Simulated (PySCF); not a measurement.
**TDDFT excited states: C3H4Cl2**

1,1-dichlorocyclopropane, C3H4Cl2.
Z-matrix (Å and degrees, GFN2-xTB geometry), rows numbered from 1:
```
Cl
C   1  1.7562
Cl  2  1.7557  1  111.76
C   2  1.4919  1  118.93  3   144.80
C   2  1.4920  1  118.93  3  -144.76
H   4  1.0791  2  117.66  5   108.55
H   4  1.0791  2  117.61  5  -108.51
H   5  1.0792  2  117.70  4  -108.51
H   5  1.0790  2  117.65  4   108.45
```

Computed with PySCF, TDDFT CAM-B3LYP/def2-SVPD, vertical, gas phase, core orbitals frozen in the response.

Problem. List the vertical singlet excitations with oscillator strengths and describe the spectrum.

Solution. 

```csv
state,λ (nm),E (eV),f,symmetry,"main configurations (H = HOMO, L = LUMO)"
S1,186.5,6.65,0.0003,–,"H→L (80%), H→L+2 (9%)"
S2,180.5,6.87,0.0000,–,"H→L+1 (82%), H-3→L (10%)"
S3,170.1,7.29,0.0092,B1 or B2,"H-1→L (69%), H-2→L+1 (15%), H-1→L+2 (8%)"
S4,162.8,7.62,0.0093,A1,"H-1→L+1 (50%), H-2→L (34%)"
S5,156.8,7.91,0.0000,–,"H-3→L (72%), H→L+1 (11%)"
S6,156.2,7.94,0.075,B1 or B2,"H→L+2 (81%), H→L (11%)"
S7,150.1,8.26,0.015,A1,"H-2→L (46%), H-1→L+1 (40%)"
S8,149.4,8.30,0.099,B1 or B2,"H-2→L+1 (75%), H-1→L (13%)"
```

Triplets (Tamm–Dancoff): T1 6.02 eV, H→L (74%), H→L+2 (9%), H-3→L+1 (8%); T2 6.25 eV, H→L+1 (68%), H-3→L (20%); T3 6.54 eV, H-1→L (70%), H-2→L+1 (9%), H-1→L+2 (8%).

The lowest singlet lies at 6.65 eV (186 nm, vacuum ultraviolet) and is dark (f under 0.0005); its leading configuration is HOMO→LUMO (80%). The most intense listed level is S8 at 8.30 eV (149 nm, f = 0.099), 1.65 eV above S1. It is the last of those listed, so stronger ones may follow. Löwdin shares by element: HOMO chlorine 55%, carbon 30% or more; LUMO chlorine 70%, carbon 22% or more. Orbital energies (eV): HOMO-3 -10.60, HOMO-2 -10.45, HOMO-1 -10.16, HOMO -9.39, LUMO 1.07, LUMO+1 1.28, LUMO+2 1.42. Of the 8 states listed, 3 reach f = 0.01 and 3 stay under 0.0005. The listed states span 1.65 eV, and the widest gap between neighbours is 0.42 eV (S2 to S3). Symmetry labels in C2v follow from the direction of the transition dipole and are given only for states with f of 0.002 or more; B1 and B2 swap with the choice of axes. Only the lowest 8 singlets were computed, as vertical energies without vibronic structure.

The run took 20 s wall on one thread, Arm Neoverse V1 (shared host).
